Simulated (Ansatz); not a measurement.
Consider the atomization: `N=C=CN` → 2 C• + 4 H• + 2 N•.

Isolated molecules relaxed with PBE0-D4/def2-TZVP in Ansatz; ΔE leaves out vibrations. CCSD(T)/CBS is the MP2 limit (def2-TZVPP, def2-QZVPP) plus CCSD(T) − MP2 in def2-TZVPP, frozen cores. This one scheme is used for every species, atoms too. Functionals use def2-TZVPP. Open shells (•) are unrestricted, without spin–orbit coupling. Spin–orbit coupling would lower the free atoms: a little for C. One conformer a species, not always the lowest.

Problem. What is ΔE at CCSD(T)/CBS? (Best estimate.)

Solution. Ansatz gave: +3133.1 kJ/mol.

Problem. What do these levels give: LDA (SPW92), CAM-B3LYP-D4, ωB97M-V, PBE, CCSD/def2-SVP, MP2/def2-TZVPP? (Best estimate.)

Solution. The calculation gave: LDA (SPW92) 3719.2, CAM-B3LYP-D4 3179.0, ωB97M-V 3167.1, PBE 3292.5, CCSD/def2-SVP 2886.6, MP2/def2-TZVPP 3098.0 kJ/mol.

Largest T1 diagnostic among the species: 0.014.

Leaving LDA and LC-ωPBE aside and taking each functional with its dispersion term where it has one, the values, not all of them listed here, spread over 283.8 kJ/mol, from BHLYP-D4 to PBE-D4. LDA lies +426.7 kJ/mol from PBE without D4, its usual overbinding. The D4 term adds +17.2 kJ/mol with B3LYP and +9.0 kJ/mol with PBE0; it sums over pairs of atoms, weighted by their polarisabilities, and B3LYP, whose exchange is more repulsive, gets the larger term.

B3LYP here is the variant with VWN-RPA as its local correlation; programs differ in this.

For atomizations the MP2-based limit and the directly extrapolated one differ by several kJ/mol either way, and by 10 to 25 for some Ge, Se and Sn compounds, so smaller differences from it don't rank the levels.
